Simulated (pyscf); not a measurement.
# Four-centre exchange: `[NH2][SiH2][NH2]` + `[OH2]` -> `[NH2][SiH2][NH2]` + `[OH2]`

Gas phase, singlet surface, charge 0. Bonds broken: N1–H4, O10–H11. Bonds formed: N1–H11, H4–O10. PySCF, gas phase, ωB97X-D3(BJ)/def2-SVP geometries.

Transition state (Å):

```xyz
12

N     -0.8717    -0.3293     1.1983
Si     0.0905     0.3936    -0.0892
N     -0.2404    -0.3612    -1.6052
H     -1.9912     0.0917     1.4216
H     -0.7872    -1.3366     1.3307
H     -0.2437     1.8428    -0.0100
H      1.5490     0.1860     0.1422
H     -1.1284    -0.2560    -2.0830
H      0.5111    -0.5732    -2.2509
O     -2.2964     0.8731     2.4919
H     -1.0975     0.2911     2.2231
H     -2.8208     0.4492     3.1834
```

One imaginary mode, 2147i cm⁻¹; descent along it reached the two sides named, in the forms told below.

```json
[
 {"bond": "N1–H4", "change": "breaks", "reactant side (Å)": "1.017", "saddle": "1.217", "product side": "2.000"},
 {"bond": "O10–H11", "change": "breaks", "reactant side (Å)": "0.974", "saddle": "1.360", "product side": "3.5"},
 {"bond": "N1–H11", "change": "forms", "reactant side (Å)": "2.003", "saddle": "1.219", "product side": "1.017"},
 {"bond": "H4–O10", "change": "forms", "reactant side (Å)": "3.2", "saddle": "1.360", "product side": "0.978"}
]
```

Electronic energies relative to the separated reactants (kJ/mol):

| level | barrier | reaction energy | reverse barrier |
|---|---|---|---|
| ωB97X-D3(BJ)/def2-TZVP | 186.7 | 0.0 | 186.7 |
| PBE/def2-TZVP | 148.2 | 0.0 | 148.2 |
| r²SCAN/def2-TZVP | 164.7 | 0.0 | 164.7 |
| B3LYP-D3(BJ)/def2-TZVP | 176.0 | 0.0 | 176.0 |
| PBE0-D3(BJ)/def2-TZVP | 168.8 | 0.0 | 168.8 |
| M06-2X/def2-TZVP | 181.0 | 0.0 | 181.0 |
| ωB97M-D3(BJ)/def2-TZVP | 183.9 | 0.0 | 183.9 |
| HF/def2-TZVP | 273.0 | 0.0 | 273.0 |

With ωB97M-D3(BJ)/def2-TZVP energies and thermal terms (ideal gas, 1 atm, RRHO with modes under 100 cm⁻¹ raised to 100, one conformer, R ln 2 for chiral ones without a mode under 150 cm⁻¹), in kJ/mol:

| T (K) | ΔH‡ | ΔG‡ | ΔH | ΔG |
|---|---|---|---|---|
| 298 | 172.1 | 213.8 | 0.0 | 0.0 |
| 600 | 171.9 | 256.4 | 0.0 | 0.0 |
| 900 | 174.6 | 298.2 | 0.0 | 0.0 |
| 1200 | 178.3 | 338.8 | 0.0 | 0.0 |

On the reactant side the descent ends in a complex (not fully relaxed), 20.4 kJ/mol under the separated species and 207.1 kJ/mol under the saddle at ωB97X-D3(BJ)/def2-TZVP. On the product side the descent ends in a complex, 32.4 kJ/mol under the separated species and 219.1 kJ/mol under the saddle at ωB97X-D3(BJ)/def2-TZVP. The same reactants have a lower exit, to NH₃ + H₂N–SiH₂–OH (barrier +79.8 kJ/mol at ωB97M-D3(BJ)/def2-TZVP, against +183.9 kJ/mol here). This is the saddle that the search found; another between the same sides may lie lower.
